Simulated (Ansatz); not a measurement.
`CCOCF` → `CCC(O)F`  (isomerisation)

Computed with Ansatz on PBE0-D4/def2-TZVP structures; ΔE is electronic, products minus reactants. CBS: MP2 limit from def2 TZ/QZ plus the TZ coupled-cluster correction, frozen cores. Functionals use def2-TZVPP. One conformer a species, not always the lowest.

| species | LC-ωPBE energy (Eh) |
| --- | --- |
| `CCOCF` | -293.54574 |
| `CCC(O)F` | -293.56652 |

**Question.** Work out ΔE.

**Answer.** ΔE = (-293.56652) − (-293.54574) = -0.02078 Eh = -54.6 kJ/mol. CCSD(T)/CBS gives -55.6 kJ/mol.

Largest T1 diagnostic among the species: 0.011.

In def2-TZVPP, CCSD(T) changes the Hartree–Fock value by −8.4 kJ/mol (the triples alone add −0.2 kJ/mol) and MP2 by −12.1 kJ/mol. From PBE to PBE0 (25 % exact exchange), in def2-TZVPP and without D4, ΔE moves by −3.1 kJ/mol. Leaving LDA and LC-ωPBE aside and taking each functional with its dispersion term where it has one, the values, not all of them listed here, spread over 11.0 kJ/mol, from PBE-QIDH to BLYP-D4. LDA lies −5.9 kJ/mol from PBE without D4.
